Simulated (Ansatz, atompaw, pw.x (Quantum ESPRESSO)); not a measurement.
**What a changed setting does to a pw.x run (bcc Ta)**

Potential: PAW, atompaw 4.2.0.5, PBE; core [Kr] 4d10 4f14, reference 5s2 5p6 5d3 6s2 6p0; waves: 5s (bound): rc 1.65 bohr; 6s (bound): rc 2.30 bohr; 5p (bound): rc 2.10 bohr; 6p (bound, empty): rc 2.30 bohr; 5d (bound): rc 2.30 bohr; 5d channel at 4.3 Ry: rc 2.30 bohr; local part: bessel scheme, radius 1.90 bohr; core correction: smooth core density matched at 2.30 bohr; augmentation: besselshape compensation charge, radius 1.74 bohr; PAW radius 2.30 bohr; waves and projectors: custom rrkj vanderbiltortho.

The reference run (k-mesh 14³, cutoffs 50/500 Ry, Fermi–Dirac 0.01 Ry, mixing_beta 0.4, conv_thr 1e-9, no spin) gives 0.64 GPa at 18.192 Å³/atom, where all-electron LAPW gives 1.22 GPa. This run, with its own iteration cap, changes electron_maxstep to 6, a wrong or extreme entry chosen on purpose.

```
&control
  calculation='scf', prefix='x', pseudo_dir='./', outdir='./tmp', tstress=.true., disk_io='none'
/
&system
  ibrav=0, nat=1, ntyp=1, ecutwfc=50, ecutrho=500, nbnd=14,
  occupations='smearing', smearing='fd', degauss=0.01
/
&electrons
  conv_thr=1e-09, mixing_beta=0.4, electron_maxstep=6
/
ATOMIC_SPECIES
Ta 1.0 Ta.UPF
CELL_PARAMETERS angstrom
  -1.65681297 1.65681297 1.65681297
  1.65681297 -1.65681297 1.65681297
  1.65681297 1.65681297 -1.65681297
ATOMIC_POSITIONS crystal
Ta 0.0000 0.0000 0.0000
K_POINTS automatic
14 14 14 0 0 0
```

```bash
pw.x < Ta.scf.in > Ta.scf.out
```

**Question.** How does the run end?

**Answer.** It does not reach self-consistency within its iteration cap.

```
Message from routine setup:
     using ibrav=0 with symmetry is DISCOURAGED, use correct ibrav instead
     lattice parameter (alat)  =       5.4229  a.u.
     unit-cell volume          =     122.7657 (a.u.)^3
     number of electrons       =        13.00
     number of Kohn-Sham states=           14
     kinetic-energy cutoff     =      50.0000  Ry
     charge density cutoff     =     500.0000  Ry
     scf convergence threshold =      1.0E-09
     Exchange-correlation= SLA PW PBX PBC
     number of k points=   104  Fermi-Dirac smearing, width (Ry)=  0.0100
     iteration #  1     ecut=    50.00 Ry     beta= 0.40
     total energy              =    -727.13936140 Ry
     estimated scf accuracy    <       0.05486817 Ry
     iteration #  2     ecut=    50.00 Ry     beta= 0.40
     total energy              =    -727.13973832 Ry
     estimated scf accuracy    <       0.01263814 Ry
     iteration #  3     ecut=    50.00 Ry     beta= 0.40
     total energy              =    -727.14088672 Ry
     estimated scf accuracy    <       0.00066323 Ry
     iteration #  4     ecut=    50.00 Ry     beta= 0.40
     total energy              =    -727.14099581 Ry
     estimated scf accuracy    <       0.00001719 Ry
     iteration #  5     ecut=    50.00 Ry     beta= 0.40
     total energy              =    -727.14100275 Ry
     estimated scf accuracy    <       0.00000269 Ry
     iteration #  6     ecut=    50.00 Ry     beta= 0.40
     total energy              =    -727.14100503 Ry
     estimated scf accuracy    <       0.00000235 Ry
     convergence NOT achieved after   6 iterations: stopping
     Message from routine punch:
     Nothing written, as per user request (disk_io='none')
```

The run took about 8.1 s on one core of a shared host (Intel(R) Xeon(R) 6975P-C, 192 threads, 378 GiB, load 39).
